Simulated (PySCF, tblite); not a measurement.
# HCl: bond homolysis, part 2 of 2

tblite 0.8.0 and PySCF 2.14.0. Atoms count from 0. Earlier steps stand in the parts before.

## 12. Single point (H radical): wavefunction

Geometry: atom.

Job settings and geometry (Å):

```
{"job": {"kind": "sp", "xc": "CCSD(T)", "basis": "aug-cc-pVTZ", "grid": 2}, "charge": 0, "multiplicity": 2}
H      0.000000     0.000000     0.000000
```

Level: wavefunction single point, frozen core, gas phase.

What it wrote:

```text
final grid: 5376 points
cycle   1  E = -0.4886161531  dE = -1.657e-01  |g| = 7.409e-02  |ddm| = 9.514e-01
cycle   2  E = -0.4980704924  dE = -9.454e-03  |g| = 2.929e-02  |ddm| = 2.429e-01
cycle   3  E = -0.4998202702  dE = -1.750e-03  |g| = 7.675e-04  |ddm| = 1.592e-01
cycle   4  E = -0.4998211564  dE = -8.863e-07  |g| = 9.342e-05  |ddm| = 4.419e-03
cycle   5  E = -0.4998211760  dE = -1.953e-08  |g| = 8.877e-06  |ddm| = 5.878e-04
cycle   6  E = -0.4998211760  dE = -5.757e-11  |g| = 2.839e-08  |ddm| = 5.007e-05
converged SCF energy = -0.4998211760
E(HF, exact integrals) = -0.4998211760
```

It took 0.02 s on 1 thread of AMD EPYC 9R45, shared host.

## 13. Bond homolysis: CCSD(T)/aug-cc-pVTZ

This step combines the energies above: geometries from PBE0-D3(BJ)/def2-SVP, zero-point and thermal terms from PBE0-D3(BJ)/def2-SVP.

Job settings and geometry (Å):

```
{"job": {"kind": "bd", "cap": 8, "geom": {"xc": "PBE0", "basis": "def2-SVP", "d3": "d3bj", "grid": 1}, "hess": 1, "level": {"xc": "CCSD(T)", "basis": "aug-cc-pVTZ"}}, "charge": 0, "multiplicity": 1}
Cl     0.645426    -0.005819    -0.005624
H     -0.639680     0.008375    -0.022660
```

Output (the driver's rows laid out field by field):

```text
homolysis bond by bond, CCSD(T)/aug-cc-pVTZ // PBE0-D3(BJ)/def2-SVP

row 1
  atoms                   0 1
  elements                Cl H
  length                  1.2853
  fragments               formula Cl, charge 0, multiplicity 2, smiles [Cl], kept yes, pieces 1; formula H, charge 0, multiplicity 2, smiles [H], kept yes, pieces 1
  electronic              438.93
  zero_kelvin             420.89
  enthalpy                424.61
  free_energy             395.96
```

It took 2 s on 1 thread of AMD EPYC 9R45, shared host.

Dissociation energies (kJ/mol, gas phase, 298 K for the thermal columns):

```
  bond   fragments  electronic  enthalpy  free energy
Cl0–H1  [Cl] + [H]       438.9     424.6        396.0
```

## 14. Single point (HCl): wavefunction

Geometry: PBE0-D3(BJ)/def2-SVP.

Job settings and geometry (Å):

```
{"job": {"kind": "sp", "xc": "MP2", "basis": "aug-cc-pVTZ", "grid": 2}, "charge": 0, "multiplicity": 1}
Cl     0.645426    -0.005819    -0.005624
H     -0.639680     0.008375    -0.022660
```

Method: wavefunction single point, frozen core, gas phase.

What it wrote:

```text
final grid: 17120 points
cycle   1  E = -460.0905076721  dE = -9.702e-02  |g| = 2.117e-01  |ddm| = 1.856e+00
cycle   2  E = -460.1054933090  dE = -1.499e-02  |g| = 8.082e-02  |ddm| = 4.464e-01
cycle   3  E = -460.1072067487  dE = -1.713e-03  |g| = 1.676e-02  |ddm| = 9.340e-02
cycle   4  E = -460.1073942186  dE = -1.875e-04  |g| = 5.215e-03  |ddm| = 2.582e-02
cycle   5  E = -460.1074156080  dE = -2.139e-05  |g| = 9.841e-04  |ddm| = 9.467e-03
cycle   6  E = -460.1074163047  dE = -6.967e-07  |g| = 2.402e-04  |ddm| = 1.828e-03
cycle   7  E = -460.1074163447  dE = -4.000e-08  |g| = 3.083e-05  |ddm| = 6.658e-04
cycle   8  E = -460.1074163452  dE = -5.191e-10  |g| = 5.359e-06  |ddm| = 7.702e-05
converged SCF energy = -460.1074163452
E(HF, exact integrals) = -460.1074311650
E(MP2) = -460.3150630069
```

Wall time 0.27 s (1 thread of AMD EPYC 9R45, shared host).

## 15. Single point (Cl radical): wavefunction

Geometry: atom.

Job settings and geometry (Å):

```
{"job": {"kind": "sp", "xc": "MP2", "basis": "aug-cc-pVTZ", "grid": 2}, "charge": 0, "multiplicity": 2}
Cl     0.000000     0.000000     0.000000
```

Level: wavefunction single point, frozen core, gas phase.

What it wrote:

```text
final grid: 11752 points
cycle   1  E = -459.4765750312  dE = -2.076e-01  |g| = 1.121e-01  |ddm| = 8.994e-01
cycle   2  E = -459.4848053066  dE = -8.230e-03  |g| = 3.867e-02  |ddm| = 1.529e-01
cycle   3  E = -459.4858671805  dE = -1.062e-03  |g| = 1.178e-02  |ddm| = 5.906e-02
cycle   4  E = -459.4859695487  dE = -1.024e-04  |g| = 2.024e-03  |ddm| = 1.933e-02
cycle   5  E = -459.4859733135  dE = -3.765e-06  |g| = 3.201e-04  |ddm| = 4.869e-03
cycle   6  E = -459.4859734272  dE = -1.138e-07  |g| = 7.203e-05  |ddm| = 1.057e-03
cycle   7  E = -459.4859734340  dE = -6.713e-09  |g| = 1.604e-05  |ddm| = 2.946e-04
converged SCF energy = -459.4859734340
E(HF, exact integrals) = -459.4859689958
E(MP2) = -459.6473318496
```

Wall time 0.13 s (1 thread of AMD EPYC 9R45, shared host).

## 16. Single point (H radical): wavefunction

Geometry: atom.

Job settings and geometry (Å):

```
{"job": {"kind": "sp", "xc": "MP2", "basis": "aug-cc-pVTZ", "grid": 2}, "charge": 0, "multiplicity": 2}
H      0.000000     0.000000     0.000000
```

With the program's defaults for keys left out, this is: wavefunction single point, frozen core, gas phase.

What it wrote:

```text
final grid: 5376 points
cycle   1  E = -0.4886161531  dE = -1.657e-01  |g| = 7.409e-02  |ddm| = 9.514e-01
cycle   2  E = -0.4980704924  dE = -9.454e-03  |g| = 2.929e-02  |ddm| = 2.429e-01
cycle   3  E = -0.4998202702  dE = -1.750e-03  |g| = 7.675e-04  |ddm| = 1.592e-01
cycle   4  E = -0.4998211564  dE = -8.863e-07  |g| = 9.342e-05  |ddm| = 4.419e-03
cycle   5  E = -0.4998211760  dE = -1.953e-08  |g| = 8.877e-06  |ddm| = 5.878e-04
cycle   6  E = -0.4998211760  dE = -5.757e-11  |g| = 2.839e-08  |ddm| = 5.007e-05
converged SCF energy = -0.4998211760
E(HF, exact integrals) = -0.4998211760
```

Wall time 0.02 s (1 thread of AMD EPYC 9R45, shared host).

## 17. Bond homolysis: MP2/aug-cc-pVTZ

This step combines the energies above: geometries from PBE0-D3(BJ)/def2-SVP, zero-point and thermal terms from PBE0-D3(BJ)/def2-SVP.

Job settings and geometry (Å):

```
{"job": {"kind": "bd", "cap": 8, "geom": {"xc": "PBE0", "basis": "def2-SVP", "d3": "d3bj", "grid": 1}, "hess": 1, "level": {"xc": "MP2", "basis": "aug-cc-pVTZ"}}, "charge": 0, "multiplicity": 1}
Cl     0.645426    -0.005819    -0.005624
H     -0.639680     0.008375    -0.022660
```

Output (the driver's rows laid out field by field):

```text
homolysis bond by bond, MP2/aug-cc-pVTZ // PBE0-D3(BJ)/def2-SVP

row 1
  atoms                   0 1
  elements                Cl H
  length                  1.2853
  fragments               formula Cl, charge 0, multiplicity 2, smiles [Cl], kept yes, pieces 1; formula H, charge 0, multiplicity 2, smiles [H], kept yes, pieces 1
  electronic              440.85
  zero_kelvin             422.81
  enthalpy                426.53
  free_energy             397.88
```

It took 0.55 s on 1 thread of AMD EPYC 9R45, shared host.

Dissociation energies (kJ/mol, gas phase, 298 K for the thermal columns):

```
  bond   fragments  electronic  enthalpy  free energy
Cl0–H1  [Cl] + [H]       440.9     426.5        397.9
```

## 18. Single point (HCl): HF/aug-cc-pVTZ

Geometry: PBE0-D3(BJ)/def2-SVP.

Job settings and geometry (Å):

```
{"job": {"kind": "sp", "xc": "HF", "basis": "aug-cc-pVTZ", "grid": 2}, "charge": 0, "multiplicity": 1}
Cl     0.645426    -0.005819    -0.005624
H     -0.639680     0.008375    -0.022660
```

What it wrote:

```text
final grid: 17120 points
cycle   1  E = -460.0905076721  dE = -9.702e-02  |g| = 2.117e-01  |ddm| = 1.856e+00
cycle   2  E = -460.1054933090  dE = -1.499e-02  |g| = 8.082e-02  |ddm| = 4.464e-01
cycle   3  E = -460.1072067487  dE = -1.713e-03  |g| = 1.676e-02  |ddm| = 9.340e-02
cycle   4  E = -460.1073942186  dE = -1.875e-04  |g| = 5.215e-03  |ddm| = 2.582e-02
cycle   5  E = -460.1074156080  dE = -2.139e-05  |g| = 9.841e-04  |ddm| = 9.467e-03
cycle   6  E = -460.1074163047  dE = -6.967e-07  |g| = 2.402e-04  |ddm| = 1.828e-03
cycle   7  E = -460.1074163447  dE = -4.000e-08  |g| = 3.083e-05  |ddm| = 6.658e-04
cycle   8  E = -460.1074163452  dE = -5.191e-10  |g| = 5.359e-06  |ddm| = 7.702e-05
converged SCF energy = -460.1074163452
```

Run time: 0.06 s. Hardware: 1 thread of AMD EPYC 9R45, shared host.

## 19. Single point (Cl radical): HF/aug-cc-pVTZ

Geometry: atom.

Job settings and geometry (Å):

```
{"job": {"kind": "sp", "xc": "HF", "basis": "aug-cc-pVTZ", "grid": 2}, "charge": 0, "multiplicity": 2}
Cl     0.000000     0.000000     0.000000
```

What it wrote:

```text
final grid: 11752 points
cycle   1  E = -459.4765750312  dE = -2.076e-01  |g| = 1.121e-01  |ddm| = 8.994e-01
cycle   2  E = -459.4848053066  dE = -8.230e-03  |g| = 3.867e-02  |ddm| = 1.529e-01
cycle   3  E = -459.4858671805  dE = -1.062e-03  |g| = 1.178e-02  |ddm| = 5.906e-02
cycle   4  E = -459.4859695487  dE = -1.024e-04  |g| = 2.024e-03  |ddm| = 1.933e-02
cycle   5  E = -459.4859733135  dE = -3.765e-06  |g| = 3.201e-04  |ddm| = 4.869e-03
cycle   6  E = -459.4859734272  dE = -1.138e-07  |g| = 7.203e-05  |ddm| = 1.057e-03
cycle   7  E = -459.4859734340  dE = -6.713e-09  |g| = 1.604e-05  |ddm| = 2.946e-04
converged SCF energy = -459.4859734340
```

Wall time 0.04 s (1 thread of AMD EPYC 9R45, shared host).

## 20. Single point (H radical): HF/aug-cc-pVTZ

Geometry: atom.

Job settings and geometry (Å):

```
{"job": {"kind": "sp", "xc": "HF", "basis": "aug-cc-pVTZ", "grid": 2}, "charge": 0, "multiplicity": 2}
H      0.000000     0.000000     0.000000
```

What it wrote:

```text
final grid: 5376 points
cycle   1  E = -0.4886161531  dE = -1.657e-01  |g| = 7.409e-02  |ddm| = 9.514e-01
cycle   2  E = -0.4980704924  dE = -9.454e-03  |g| = 2.929e-02  |ddm| = 2.429e-01
cycle   3  E = -0.4998202702  dE = -1.750e-03  |g| = 7.675e-04  |ddm| = 1.592e-01
cycle   4  E = -0.4998211564  dE = -8.863e-07  |g| = 9.342e-05  |ddm| = 4.419e-03
cycle   5  E = -0.4998211760  dE = -1.953e-08  |g| = 8.877e-06  |ddm| = 5.878e-04
cycle   6  E = -0.4998211760  dE = -5.757e-11  |g| = 2.839e-08  |ddm| = 5.007e-05
converged SCF energy = -0.4998211760
```

Wall time 0.02 s (1 thread of AMD EPYC 9R45, shared host).

## 21. Bond homolysis: HF/aug-cc-pVTZ

This step combines the energies above: geometries from PBE0-D3(BJ)/def2-SVP, zero-point and thermal terms from PBE0-D3(BJ)/def2-SVP.

Job settings and geometry (Å):

```
{"job": {"kind": "bd", "cap": 8, "geom": {"xc": "PBE0", "basis": "def2-SVP", "d3": "d3bj", "grid": 1}, "hess": 1, "level": {"xc": "HF", "basis": "aug-cc-pVTZ"}}, "charge": 0, "multiplicity": 1}
Cl     0.645426    -0.005819    -0.005624
H     -0.639680     0.008375    -0.022660
```

Output (the driver's rows laid out field by field):

```text
homolysis bond by bond, HF/aug-cc-pVTZ // PBE0-D3(BJ)/def2-SVP

row 1
  atoms                   0 1
  elements                Cl H
  length                  1.2853
  fragments               formula Cl, charge 0, multiplicity 2, smiles [Cl], kept yes, pieces 1; formula H, charge 0, multiplicity 2, smiles [H], kept yes, pieces 1
  electronic              319.32
  zero_kelvin             301.28
  enthalpy                305.0
  free_energy             276.35
```

It took 0.24 s on 1 thread of AMD EPYC 9R45, shared host.

Dissociation energies (kJ/mol, gas phase, 298 K for the thermal columns):

```
  bond   fragments  electronic  enthalpy  free energy
Cl0–H1  [Cl] + [H]       319.3     305.0        276.4
```

## 22. Outcome

The summary covers parts 1 to 2.

| quantity | value |
| --- | --- |
| strongest single infrared mode (GFN2-xTB) | 2510 cm⁻¹, 147 km/mol |
| zero-point energy (GFN2-xTB) | 3.6 kcal/mol |
| point group | Cinfv |
| rotational constants (main isotopes) | 312.29, 312.29 GHz |
| bond enthalpy (ΔH), Cl0–H1 (M06-2X/def2-TZVP) | 425.0 kJ/mol |
| bond enthalpy (ΔH), Cl0–H1 (CCSD(T)/aug-cc-pVTZ) | 424.6 kJ/mol |
| bond enthalpy (ΔH), Cl0–H1 (MP2/aug-cc-pVTZ) | 426.5 kJ/mol |
| bond enthalpy (ΔH), Cl0–H1 (HF/aug-cc-pVTZ) | 305.0 kJ/mol |

What this shows: The one mode is real. GFN2-xTB is a fitted tight-binding method: band positions and strengths are rough. Its intensities can rank the bands wrongly. With PBE0/def2-SVP, its start was all but relaxed already: 2 steps gained 1.0 meV. The bond enthalpy (ΔH) at Cl0–H1 is 425.0 kJ/mol at M06-2X/def2-TZVP; zero-point and thermal terms move it by -14.3 kJ/mol from the electronic value. Hartree-Fock lacks correlation, so its bond and fragment energies are far off.
